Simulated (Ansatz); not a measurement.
A calculation with Ansatz (development build ahead of 0.2.0).

```yaml
crystal:
  periodic: [false, false, false]
  atoms:
    - { symbol: C, position_ang: [0.0, 0.0, 0.0] }
    - { symbol: F, position_ang: [0.0, 0.0, 1.272] }
basis:
  gaussian: { orbitals: def2-SVP }
magnetization:
  spin_polarized: true
  initial_magnetization: 1
hamiltonian:
  xc: hf
correlation:
  method: mp2
  frozen_orbitals: { C: 1, F: 1 }
scf:
  omitted_lower_state_checks: [stability, starts, atomic_configurations, cluster_reference, orbital_swaps, given_window_search, neighbouring_geometries, increment]
```

The input is written out in the form of the current development build from the run's settings.

The run gave:

```
Converged                                                          : yes
Reference energy                                                   : -137.05739 hartree
Correlation energy                                                 : -0.26659 hartree
Total energy                                                       : -137.32398 hartree
Spin squared of the determinant                                    : 0.759
Occupied orbitals by symmetry in an Abelian subgroup (alpha; beta) : 5 A1 2 B1 1 B2; 5 A1 1 B1 1 B2
```

Messages of the program:
```
mean field -3729.52150325 eV, -137.0573872841 hartree, gradient 2.8e-6 eV, S^2 0.758896; 0 other ends of a descent, 0 dependent functions left out
```
